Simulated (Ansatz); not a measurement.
# AlC₂+ (quintet): from Hartree-Fock to the top rungs, def2-QZVPP

An exercise on one series of results from a longer session: the logs are not shown, and one member is left open.

The runs use Ansatz 0.2.0, Gaussian basis; def2-QZVPP, core rule «outside noble gas», up to 7 orbitals frozen.

The runs, in order: UHF; ROHF; CCSD(T) on UHF.

5 further runs of the same task are left out: 1 that didn't finish, 4 set aside as unsound or not needed. Runs told in other sessions of the task aren't counted.

## The geometry

The geometry is a PBE0/def2-TZVP stationary point (not a proven minimum) of the parent state, kept for this charge and spin.

3 atoms, charge 1, spin multiplicity 5.

Atoms are counted from 1 here; the program's logs count them from 0.

Bond lengths: C1–Al2 1.931 Å, Al2–C3 1.931 Å. Angles: C1–Al2–C3 180.0°.

Set-up of the first run:

Input file in.yaml:

```yaml
crystal:
  periodic: [false, false, false]
  atoms:
    - {symbol: C, position_ang: [0.000000, 0.000000, 1.931400]}
    - {symbol: Al, position_ang: [0.000000, 0.000000, 0.000000]}
    - {symbol: C, position_ang: [0.000000, 0.000000, -1.931400]}
basis:
  gaussian: {orbitals: "def2-QZVPP.json"}
total_charge: 1
magnetization: {spin_polarized: true, initial_magnetization: 4}
hamiltonian: {xc: hf}
output: {orbitals: {seedname: orbitals}}
```

Command:

```
$ ansatz run in.yaml --threads 1 --pin off --events-out ev --progress --plain --max-ram 2393MiB
```

Among the steps run: UHF; ROHF; CCSD(T) on UHF.

One of the session's tables, all rows but one given; the rest of the session is left out.

It belongs to the step «Misses and costs». 

| method | from UCCSD(T) (kJ/mol) |
| --- | --- |
| ROHF | +723.7 |
| UHF | +650.6 |
| UMP2 | ? |
| UCCSD | +33.1 |
| UCCSD(T) | 0 |

Estimate the missing values for UMP2.

**Answer.** from UCCSD(T) (kJ/mol): +141.9. In the column «from UCCSD(T) (kJ/mol)» it lies between UCCSD (+33.1) and UHF (+650.6).

The program flags UCCSD(T) as in doubt (see the logs), so the zero of the table is itself unsure.

Limits of these values: The determinant of HF (⟨S²⟩ 6.81) is far from a pure spin state, so its energy mixes those of several spin states; that is harmless only where they are near-degenerate. The determinant of CCSD(T) (⟨S²⟩ 6.81) is far from a pure spin state, so its energy mixes those of several spin states; high orders of coupled cluster remove much of that, low ones don't. The program flags UCCSD(T) as in doubt, so the zero of the table is itself unsure.
